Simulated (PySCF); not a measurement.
Job file and geometry (Å, from PBE0-D3(BJ)/def2-SVP) of an NMR shielding run on Nitrous acid (O=NO, HNO2), GIAO PBE0/pcSseg-1 NMR shielding, non-relativistic, gas phase (PySCF); density fitting, a coarse starting grid and PySCF grid level 2 are the driver's defaults:

```
$ OMP_NUM_THREADS=1 python probes_run.py task.json out

{"job": {"kind": "nmr", "xc": "PBE0", "basis": "pcSseg-1"}, "charge": 0, "multiplicity": 1}
O      1.078041    -0.664887    -0.062474
N      0.672403     0.441204    -0.054013
O     -0.666422     0.528288     0.026636
H     -1.000732    -0.395025     0.059391
```

Problem. Write the output of this run.

Solution. 
```
coarse grid: 3856 points
cycle   1  E = -205.3046301587  dE =  5.896e-01  |g| = 8.594e-01  |ddm| = 1.984e+00
cycle   2  E = -204.9834249274  dE =  3.212e-01  |g| = 1.627e+00  |ddm| = 1.072e+00
cycle   3  E = -205.4213736752  dE = -4.379e-01  |g| = 2.568e-01  |ddm| = 7.800e-01
cycle   4  E = -205.4302247437  dE = -8.851e-03  |g| = 1.299e-01  |ddm| = 2.027e-01
cycle   5  E = -205.4332565540  dE = -3.032e-03  |g| = 1.399e-02  |ddm| = 7.929e-02
cycle   6  E = -205.4332948798  dE = -3.833e-05  |g| = 3.741e-03  |ddm| = 1.193e-02
cycle   7  E = -205.4332974429  dE = -2.563e-06  |g| = 5.979e-04  |ddm| = 2.565e-03
final grid: 38784 points
cycle   8  E = -205.4696101526  dE =  6.480e-06  |g| = 1.218e-02  |ddm| = 1.144e-02
cycle   9  E = -205.4695367754  dE =  7.338e-05  |g| = 2.402e-02  |ddm| = 1.567e-02
cycle  10  E = -205.4696334205  dE = -9.665e-05  |g| = 2.769e-03  |ddm| = 1.128e-02
cycle  11  E = -205.4696347863  dE = -1.366e-06  |g| = 3.028e-04  |ddm| = 1.599e-03
cycle  12  E = -205.4696348028  dE = -1.658e-08  |g| = 6.819e-05  |ddm| = 2.342e-04
cycle  13  E = -205.4696348038  dE = -9.866e-10  |g| = 1.519e-05  |ddm| = 5.545e-05
converged SCF energy = -205.4696348038

GIAO shielding tensors (ppm)
atom      isotropic    diamagn.    paramagn.     s11        s22        s33       span
  0 O     -566.811     399.449    -966.260  -1351.554   -515.867    166.989   1518.543
  1 N     -348.454     301.764    -650.217   -879.978   -200.711     35.328    915.305
  2 O     -137.640     391.795    -529.435   -577.677    -26.722    191.478    769.155
  3 H       20.747      30.483      -9.735      9.248     25.327     27.668     18.420
```

Problem. Turn these shieldings into chemical shifts. Chemical shifts δ = σref − σ; 17O (σ = 334.56 ppm) against H2O; 15N (σ = 265.67 ppm) against NH3; TMS for 1H (σ = 31.27 ppm), all at this level.

Solution. Averaging equivalent atoms: O 0: 901.4; O 2: 472.2; N 1: 614.1; H 3: 10.52 ppm. Unscaled 17O shifts of doubly bonded oxygen tend to come out too high, by tens of ppm or more. Experimental scales use liquid or dissolved standards, which lie at an offset from isolated NH3 (liquid NH3: subtract about 20 ppm) and H2O (liquid H2O: subtract about 36 ppm). Unscaled 15N shifts of sp2 nitrogen come out 20 to 40 ppm too high even then.

Size and cost of the density-fitted run: 56 basis functions, 2.2 s wall time on 1 thread of an AMD EPYC 7B13, shared host; peak memory 0.28 GiB.
